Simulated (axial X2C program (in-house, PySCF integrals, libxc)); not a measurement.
**AlS⁺: cheaper levels and CCSD(T), 2c**

Calculated with an in-house all-electron X2C program for linear molecules (integrals from PySCF). Two-component (2c) means X2C with spin–orbit coupling and atomic mean-field two-electron Coulomb and Gaunt terms. Basis: S dyall-av3z [9s8p3d2f], Al dyall-v3z [8s8p2d1f] (cores contracted in-house); Gaussian nuclei, density fitting, unrestricted open shells. Masses: S 31.972 u, Al 26.982 u.

State: Ω = 2 (⟨Sz⟩ = 1.00, ⟨Lz⟩ = 1.00 at HF); fragments S + Al+.

| level | Re (Å) | ωe (cm⁻¹) | De (eV) |
| --- | --- | --- | --- |
| PBE0 | 2.186 | 460.8 | 1.11 |
| HF | 2.175 | 456.6 | 0.264 |
| CCSD | 2.201 | 428.5 | 0.702 |
| TPSSh | 2.188 | 466.2 | 1.11 |

Correlated methods: 8 electrons correlated (number of frozen shells: S 2 s, 1 p; Al 2 s, 1 p), 170 virtual spin orbitals or spinors in MP2, 90 natural virtuals in coupled cluster.

CCSD(T), same Hamiltonian and basis:

Re = 2.203 Å, ωe = 440.8 cm⁻¹, De = 0.83 eV; T1 = 0.021 (Lee–Taylor normalisation).

(1) Give the differences from CCSD(T) in the columns below.

The state is a single determinant with fixed occupations, the lowest that a limited PBE0 search found. De is counted from the lowest determinant-based energies of the atoms at the same level, without counterpoise correction. Density functionals use the spin component along the axis (collinear). Coupled cluster ran in a truncated set of natural virtual spinors; the MP2 energy of the rest was added. (T) has no such correction and the atoms are truncated less, which lowers De at CCSD(T) by a hundredth of an eV or more. In 2c an atomic determinant is not the ground J level, so De misses part of the atomic spin–orbit lowering. This holds for PBE0, TPSSh. PBE0 can misorder states that lie within some tenths of an eV, so this need not be the ground state of the molecule. The nearest other spin-free determinant of the search, M_S = 0, Λ = 1, lies 0.11 eV up at the distance of the search. Without a current term, density functionals place determinants with orbital angular momentum somewhat too high. With several unpaired electrons one determinant need not be a pure state. A state of lower Ω lies just above, and one determinant can place such states too high, so the state shown need not be the lowest. The search has Ω = 1 only 0.11 eV up. Open-shell Ω = 0 determinants with evenly filled partner blocks cannot be reached by this program, so the Ω shown need not be the lowest component.

Results:

(1) 

```csv
level,ΔRe (Å),Δωe (cm⁻¹),ΔDe (eV)
PBE0,-0.017,20,0.28
HF,-0.028,16,-0.57
CCSD,-0.002,-12,-0.13
TPSSh,-0.015,25,0.28
```
